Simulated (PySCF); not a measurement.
PH3.
SMILES: `P`

The closed-shell ground state was solved at several levels (PySCF, density fitting, gas phase, non-relativistic). Isolated species at its GFN2-xTB geometry, gas phase.

```tsv
level	basis functions	HOMO (eV)	LUMO (eV)	gap (eV)	dipole (D)
LC-wPBE/def2-TZVP	55	-10.63	3.18	13.81	0.78
KT2/cc-pVDZ	33	-6.59	0.43	7.02	0.85
BHandHLYP/def2-TZVP	55	-8.96	1.83	10.79	0.65
wB97X-D/def2-TZVP	55	-9.80	2.68	12.48	0.72
HCTH407/def2-TZVP	55	-6.85	-0.16	6.69	0.72
HCTH407/cc-pVDZ	33	-6.70	0.30	7.00	0.83
```

(1) What might LDA/cc-pVTZ (76 basis functions) give for the same quantities?

(2) Over all these levels, which gives the widest orbital gap and which the narrowest?

(3) How far do the dipole and the HOMO energy spread over the levels?

## Answers

(1) HOMO -6.76 eV, LUMO -0.03 eV, gap 6.73 eV, dipole 0.79 D.

(2) LC-wPBE/def2-TZVP (range-separated hybrid) has the widest, 13.81 eV, and HCTH407/def2-TZVP (GGA) the narrowest, 6.69 eV. The two share the basis. From the narrowest to the widest the HOMO moves by -3.78 eV and the LUMO by +3.34 eV.

(3) The dipole runs from 0.65 to 0.85 D (mean 0.76 D) and the HOMO from -10.63 to -6.59 eV.
